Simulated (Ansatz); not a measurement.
## Nudged elastic band run: AlCl2H2

The input (input.yaml):

```yaml
crystal:
  periodic: [false, false, false]
  atoms:
    - { symbol: Al, position_ang: [0.0, 0.0, -0.290219] }
    - { symbol: H, position_ang: [0.0, 0.0, 1.276326] }
    - { symbol: Cl, position_ang: [1.821161, 0.0, -1.381667] }
    - { symbol: Cl, position_ang: [-1.821161, 0.0, -1.381667] }
    - { symbol: H, position_ang: [0.0, 0.0, 4.127226] }
magnetization:
  spin_polarized: true
  initial_magnetization: 1
basis:
  gaussian: { orbitals: cc-pVDZ }
hamiltonian:
  xc: b3lyp
neb:
  order_check: false
  images: 7
  f_tol: 0.03
  max_iterations: 60
  final_atoms:
    - { symbol: Al, position_ang: [0.0, 0.0, -0.8073202] }
    - { symbol: H, position_ang: [0.0, 0.0, 3.0958728] }
    - { symbol: Cl, position_ang: [1.852283, 0.0, -1.8981592] }
    - { symbol: Cl, position_ang: [-1.852283, 0.0, -1.8981592] }
    - { symbol: H, position_ang: [0.0, 0.0, 3.8577648] }
  initial_path:
    images:
      - { positions_ang: [[0.0, 0.0, -0.290219], [0.0, 0.0, 1.276326], [1.821161, 0.0, -1.381667], [-1.821161, 0.0, -1.381667], [0.0, 0.0, 4.127226]] }
      - { positions_ang: [[0.0, 0.0, -0.2176643], [0.0, 0.0, 1.40974445], [1.84867075, 0.0, -1.3150003], [-1.84867075, 0.0, -1.3150003], [0.0, 0.0, 3.78791945]] }
      - { positions_ang: [[0.0, 0.0, -0.1451096], [0.0, 0.0, 1.5431629], [1.8761805, 0.0, -1.2483336], [-1.8761805, 0.0, -1.2483336], [0.0, 0.0, 3.4486129]] }
      - { positions_ang: [[0.0, 0.0, -0.0725549], [0.0, 0.0, 1.67658135], [1.90369025, 0.0, -1.1816669], [-1.90369025, 0.0, -1.1816669], [0.0, 0.0, 3.10930635]] }
      - { positions_ang: [[0.0, 0.0, -2.0e-07], [0.0, 0.0, 1.8099998], [1.9312, 0.0, -1.1150002], [-1.9312, 0.0, -1.1150002], [0.0, 0.0, 2.7699998]] }
      - { positions_ang: [[0.0, 0.0, -0.2018302], [0.0, 0.0, 2.13146805], [1.91147075, 0.0, -1.31078995], [-1.91147075, 0.0, -1.31078995], [0.0, 0.0, 3.04194105]] }
      - { positions_ang: [[0.0, 0.0, -0.4036602], [0.0, 0.0, 2.4529363], [1.8917415, 0.0, -1.5065797], [-1.8917415, 0.0, -1.5065797], [0.0, 0.0, 3.3138823]] }
      - { positions_ang: [[0.0, 0.0, -0.6054902], [0.0, 0.0, 2.77440455], [1.87201225, 0.0, -1.70236945], [-1.87201225, 0.0, -1.70236945], [0.0, 0.0, 3.58582355]] }
      - { positions_ang: [[0.0, 0.0, -0.8073202], [0.0, 0.0, 3.0958728], [1.852283, 0.0, -1.8981592], [-1.852283, 0.0, -1.8981592], [0.0, 0.0, 3.8577648]] }
```

Command:

```bash
$ ansatz run input.yaml --threads 1 --pin off --max-ram 2048MiB --backend cpu --events-out ev --progress --plain --runs-dir out
```

Output, in part (warnings, iteration lines, the closing report on the highest movable image, with atoms numbered from 0):

```
NEB end point (image 0): max|allowed force component| = 5.801e-3 eV/Å (the criterion of neb.relax_end_points is 1.000e-2)
NEB end point (image 8): max|allowed force component| = 2.085e-3 eV/Å (the criterion of neb.relax_end_points is 1.000e-2)
NEB iter   1: max|band force component| = 2.861e0 eV/Å  barrier→ = 0.1433 eV  barrier← = 1.1860 eV  Δτ_max = 0.2000 Å  (248 SCF iters)
NEB iter   2: max|band force component| = 2.147e0 eV/Å  barrier→ = 0.0226 eV  barrier← = 1.0653 eV  Δτ_max = 0.2000 Å  (191 SCF iters)
NEB iter   3: max|band force component| = 1.200e0 eV/Å  barrier→ = 0.0239 eV  barrier← = 1.0667 eV  Δτ_max = 0.2000 Å  (185 SCF iters)
NEB iter   4: max|band force component| = 6.882e-1 eV/Å  barrier→ = 0.0178 eV  barrier← = 1.0605 eV  Δτ_max = 0.0438 Å  (180 SCF iters)
NEB iter   5: max|band force component| = 6.060e-2 eV/Å  barrier→ = 0.0174 eV  barrier← = 1.0601 eV  CI = image 2  Δτ_max = 0.0386 Å  (170 SCF iters)
NEB iter   6: max|band force component| = 1.862e-2 eV/Å  barrier→ = 0.0184 eV  barrier← = 1.0612 eV  CI = image 2  Δτ_max = 0.0000 Å  (362 SCF iters)
Total energy: -31677.19884875 eV, -1164.1155861151 hartree
Atom 0 at     0.000000    -0.000000    -0.087312 Å, force     0.000000    -0.000000    -0.002736 eV/Å
Atom 1 at     0.000000    -0.000000     1.497319 Å, force    -0.000000    -0.000000    -0.020703 eV/Å
Atom 2 at     1.822853     0.000000    -1.177251 Å, force    -0.005848     0.000000     0.003529 eV/Å
Atom 3 at    -1.822853     0.000000    -1.177251 Å, force     0.005848     0.000000     0.003529 eV/Å
Atom 4 at    -0.000000     0.000000     3.294494 Å, force     0.000000     0.000000     0.016380 eV/Å
Dipole moment:     0.000000    -0.000000     0.216809 e Å
```

The run converged. A vibrational analysis at the climbing image gives one clearly imaginary mode, 230i cm⁻¹: a first-order saddle point.

Final band (atoms are numbered from 1 in the order of the input):

| image | path coordinate (Å) | energy (eV) | Al1–H2 (Å) | H2–H5 (Å) |
| --- | --- | --- | --- | --- |
| 0 | 0.00 | 0.000 | 1.57 | 2.85 |
| 1 | 0.47 | 0.004 | 1.57 | 2.33 |
| 2 | 0.93 | 0.018 | 1.58 | 1.80 |
| 3 | 1.37 | -0.118 | 1.79 | 1.19 |
| 4 | 1.80 | -0.893 | 2.33 | 0.78 |
| 5 | 2.24 | -0.991 | 2.73 | 0.77 |
| 6 | 2.67 | -1.028 | 3.11 | 0.76 |
| 7 | 3.11 | -1.040 | 3.51 | 0.76 |
| 8 | 3.55 | -1.043 | 3.90 | 0.76 |

Run time: 3 min on 1 thread of Arm Neoverse V1 (shared host), peak memory 0.18 GiB.
